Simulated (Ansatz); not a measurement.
Mulliken charges of CH6SSi (`[SiH3]CS`) from B3LYP/def2-TZVPP in Ansatz (PBE0-D4/def2-TZVP geometry).

```
atom   x (Å)   y (Å)   z (Å)  charge (e)
 Si1  -0.840   0.229  -0.626       0.267
  C2   0.918  -0.080  -0.044      -0.229
  S3   0.947  -1.022   1.505      -0.171
  H4  -1.512  -1.065  -0.903      -0.055
  H5  -0.847   1.065  -1.859      -0.073
  H6  -1.580   0.949   0.444      -0.070
  H7   1.437  -0.707  -0.773       0.115
  H8   1.491   0.845   0.054       0.118
  H9   0.074  -0.260   2.184       0.097
```

Problem. By hand: the dipole of these point charges (1 e Å = 4.8032 D).

Solution. Σ q r = (0.008, 0.162, -0.131) e Å, of length 0.208 e Å = 1.00 D.

Problem. How does the dipole of the full density compare? (Best estimate.)

Solution. The calculation gave: (0.015, 0.186, -0.133) e Å, 1.10 D; the point charges give 0.91 times that, at 4° from its direction.

Point charges leave out the atoms' own dipoles, such as those of lone pairs, and Mulliken's split depends on the basis, so the close match here is no proof of good charges.

B3LYP here is the variant with VWN-RPA as its local correlation; programs differ in this.
